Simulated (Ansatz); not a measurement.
Input file:

```yaml
crystal:
  periodic: [false, false, false]
  atoms:
    - {symbol: Br, position_ang: [0.000000, 0.000000, 0.000000]}
    - {symbol: Li, position_ang: [0.000000, 0.000000, 2.512400]}
basis:
  gaussian: {orbitals: def2-SVP}
total_charge: 1
magnetization: {spin_polarized: false, initial_magnetization: 1}
correlation: {method: ccsd, electrons: outside_noble_gas}
```

```sh
$ ansatz run in.yaml --threads 1 --pin off --events-out ev --progress --plain --max-ram 2393MiB
```

(1) Roughly how long does this take on 1 thread of Arm Neoverse V1, shared host, and how much host memory?

```
435 factors; integrals over basis functions are off by at most 4.4e-4 eV
mean field evaluation 1: about -70186.6593 eV, gradient 1.6e1 eV
mean field evaluation 2: about -70186.6618 eV, gradient 1.6e1 eV
mean field evaluation 4: about -70187.1609 eV, gradient 5.5e-1 eV
mean field evaluation 8: about -70187.1641 eV, gradient 1.1e-4 eV
mean field evaluation 16: about -70187.1576 eV, gradient 5.5e-1 eV
mean field evaluation 32: about -70186.4107 eV, gradient 2.2e-5 eV
mean field evaluation 64: about -70187.1633 eV, gradient 2.9e-1 eV
mean field evaluation 96: about -70186.4107 eV, gradient 1.6e-2 eV
mean field evaluation 128: about -70187.1641 eV, gradient 4.9e-2 eV
mean field -70187.16413129 eV, -2579.3307072562 hartree, gradient 1.2e-6 eV, S^2 0.750000; 9 other end points of the search recorded, 0 dependent functions left out
mean field evaluation 160: about -70186.5717 eV, gradient 7.1e-1 eV
determinant -70187.16413129 eV, -2579.3307072562 hartree, with singles and doubles -70190.33989620 eV, -2579.4474144641 hartree
determinant -70186.41073920 eV, -2579.3030206076 hartree, with singles and doubles -70189.61271728 eV, -2579.4206911319 hartree
15 core orbitals not correlated: weight in the atoms' cores, before any rotation towards them, 1.000 or more for the frozen orbitals, at most 0.000 for the correlated occupied ones
reference -70187.16413129 eV, -2579.3307072562 hartree; 4, 3 occupied and 22, 23 virtual orbitals, 435 factors
second order -2.72593411 eV of doubles, -0.06737580 eV of singles
cycle   1  -3.17677755 eV  change   -1.1e-1 eV  update   8.8e-3
cycle   2  -3.18072568 eV  change   -3.9e-3 eV  update   2.6e-3
cycle   3  -3.18140104 eV  change   -6.8e-4 eV  update   1.2e-3
cycle   4  -3.18132222 eV  change    7.9e-5 eV  update   3.9e-4
cycle   5  -3.18129937 eV  change    2.3e-5 eV  update   1.3e-4
cycle   6  -3.18132993 eV  change   -3.1e-5 eV  update   5.8e-5
cycle   7  -3.18134002 eV  change   -1.0e-5 eV  update   1.7e-5
cycle   8  -3.18133757 eV  change    2.5e-6 eV  update   4.9e-6
Total energy: -70190.34546886 eV, -2579.4476192556 hartree
```

Answers

(1) 1.9 s wall and 0.09 GiB.
